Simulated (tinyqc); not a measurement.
Inside a calculation. Method: UKS/PBE in the sto-6g basis, for BH2, spin multiplicity 2. One step of it, computed by the program tinyqc.

Problem. Iteration 2: DIIS coefficients. Solve [B -1; -1 0][c; lambda] = [0; -1] for the coefficients, which sum to one.

B (overlaps of the stored error matrices):
```
                1               2
1   1.6649968e-01  -9.0081915e-04
2  -9.0081915e-04   3.5500229e-02
```

Give: DIIS coefficients.

Solution.

DIIS coefficients: 0.1786  0.8214
